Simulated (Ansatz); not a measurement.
# AlH3O (triplet): from Hartree-Fock to the top rungs at distance Al1–H4 along a hydrogen transfer = 2.225 Å, cc-pVDZ

An exercise on one series of results from a longer session: the logs are not shown, and one member is left open.

The runs use Ansatz 0.2.0, Gaussian basis; cc-pVDZ, core rule «outside noble gas», up to 6 orbitals frozen.

Plan: UHF; CCSD(T) on ROHF; CCSD(T) on UHF; BCCD(T) on ROHF; CISD; CCSDT(Q) on ROHF; CCSDT(Q) on UHF; CASSCF and MRCISD+Q, 4 electrons in 4 orbitals; CASSCF and NEVPT2, 4 electrons in 4 orbitals.

13 further runs of the same task are left out: 9 for a known fault of the program, 4 that didn't finish.

### The system

The geometry derives from fragments relaxed apart (PBE0/def2-TZVP) and kept rigid, so it is no stationary point. A hydrogen atom is moved between rigid fragments.

5 atoms, charge 0, spin multiplicity 3.

Atoms are counted from 1 here; the program's logs count them from 0.

Bond lengths: Al1–H2 1.586 Å, Al1–H3 1.586 Å, H4–O5 1.096 Å. Angles: H2–Al1–H3 120.0°.

The first run:

File in.yaml:

```yaml
crystal:
  periodic: [false, false, false]
  atoms:
    - {symbol: Al, position_ang: [-1.168971, 0.000000, 0.000000]}
    - {symbol: H, position_ang: [-1.961895, 1.373384, 0.000000]}
    - {symbol: H, position_ang: [-1.961895, -1.373384, 0.000000]}
    - {symbol: H, position_ang: [1.056029, 0.000000, 0.000000]}
    - {symbol: O, position_ang: [2.152029, 0.000000, 0.000000]}
basis:
  gaussian: {orbitals: cc-pVDZ}
magnetization: {spin_polarized: true, initial_magnetization: 2}
hamiltonian: {xc: hf}
output: {orbitals: {seedname: orbitals}}
```

Run with:

```console
$ ansatz run in.yaml --threads 1 --pin off --events-out ev --progress --plain --max-ram 2393MiB
```

Steps of the session up to this table: UHF; CCSD(T) on ROHF; CCSD(T) on UHF; BCCD(T) on ROHF; CISD; CCSDT(Q) on ROHF; CCSDT(Q) on UHF; CASSCF and MRCISD+Q, 4 electrons in 4 orbitals; CASSCF and NEVPT2, 4 electrons in 4 orbitals.

One of the session's tables, all rows but one given; the rest of the session is left out.

It belongs to the step «Misses and costs». 

| method | from UCCSDT(Q) (meV) |
| --- | --- |
| ROHF | +7031.1 |
| UHF | ? |
| RMP2 | +1064.6 |
| UMP2 | +1078.0 |
| CISD | +610.9 |
| RCCSD | +131.5 |
| UCCSD | +127.7 |
| RCCSD(T) | +31.3 |
| UCCSD(T) | +30.4 |
| BCCD(T) | +31.0 |
| RCCSDT | +10.7 |
| UCCSDT | +9.6 |
| RCCSDT(Q) | +1.1 |
| UCCSDT(Q) | 0 |
| CASSCF pair | +6261.2 |
| NEVPT2 pair | +994.9 |
| MRCISD pair | +506.6 |
| MRCISD+Q pair | +49.0 |

**Question.** Estimate the row for UHF.

**Answer.** from UCCSDT(Q) (meV): +6830.6. In the column «from UCCSDT(Q) (meV)» it lies between CASSCF pair (+6261.2) and ROHF (+7031.1).

Caveats from the session: Restricted and unrestricted rows rest on different reference determinants; where their highest levels disagree by more than a few hundredths of an eV, they describe different states and don't form one ladder.
